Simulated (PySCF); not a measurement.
Input file for PySCF: R-B3LYP/6-311+G** on H2 (SMILES [H][H]).

```python
from pyscf import gto, scf, dft, mp
from pyscf.data.elements import chemcore

mol = gto.M(
    atom='''
    H     0.00000000    0.00000000    0.00000000
    H     0.74187646    0.00000000    0.00000000
    ''',
    basis='6-311+g**',
    charge=0, spin=0, verbose=3, max_memory=1800)
mf = dft.RKS(mol, xc='b3lyp')
mf.conv_tol = 1e-8
mf.max_cycle = 100
mf.kernel()
if not mf.converged:
    mf = mf.newton().run(mf.mo_coeff, mf.mo_occ)
```

Task: Predict the final total energy.

Result: -1.1796 hartree.
